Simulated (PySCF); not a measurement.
Compound: hydroxylamine, H3NO.
Numbering: `[NH2:1][OH:2]` (hydrogens: H3, H4 on N1; H5 on O2)

The same species was optimised twice, with GFN2-xTB and with PBE0-D3(BJ)/def2-SVP (PySCF), and the same property calculations (PySCF, gas phase) were run on both structures.

| coordinate | GFN2-xTB | PBE0-D3(BJ)/def2-SVP | change |
| --- | --- | --- | --- |
| N1–O2 (Å) | 1.432 | 1.410 | -0.022 |
| O2–H5 (Å) | 0.966 | 0.963 | -0.003 |
| N1–H3 (Å) | 1.020 | 1.022 | +0.002 |
| N1–H4 (Å) | 1.020 | 1.022 | +0.002 |
| H3–N1–H4 (°) | 107.3 | 104.7 | -2.6 |
| N1–O2–H5 (°) | 105.0 | 102.9 | -2.1 |
| O2–N1–H3 (°) | 105.7 | 105.0 | -0.7 |
| O2–N1–H4 (°) | 105.7 | 105.0 | -0.7 |

Rotational constants: A = 195214, B = 25596, C = 25427 MHz (GFN2-xTB) against A = 193485, B = 26343, C = 26301 MHz (PBE0-D3(BJ)/def2-SVP). Point groups within 0.08 Å: Cs and Cs.

On the GFN2-xTB structure: HOMO (eV) -7.23 [PBE0/pcSseg-1]; LUMO (eV) 1.67 [PBE0/pcSseg-1]; dipole (D) 0.64 [PBE0/pcSseg-1]; GIAO shielding of N1 (ppm) 133.0 [PBE0/pcSseg-1]; GIAO shielding of O2 (ppm) 251.6 [PBE0/pcSseg-1].

What do these properties become on the PBE0-D3(BJ)/def2-SVP structure?

```csv
property,level,on GFN2-xTB,on PBE0-D3(BJ)/def2-SVP,change
HOMO (eV),PBE0/pcSseg-1,-7.23,-7.28,-0.05
LUMO (eV),PBE0/pcSseg-1,1.67,1.66,-0.01
dipole (D),PBE0/pcSseg-1,0.64,0.62,-0.02
"energy, GFN2-xTB geometry as zero (kcal/mol)",PBE0/pcSseg-1,0.0,-0.3,-0.3
GIAO shielding of N1 (ppm),PBE0/pcSseg-1,133.0,139.6,+6.6
GIAO shielding of O2 (ppm),PBE0/pcSseg-1,251.6,262.1,+10.5
```

The heavy atoms differ by 0.011 Å rms after alignment. Among all bonds N1–O2 changes most (-0.022 Å). Changes are differences of the printed values. Neither structure is proved a minimum here.

The values belong to the conformer `[NH2:1][OH:2]`: H–N1–O2–H -125°.
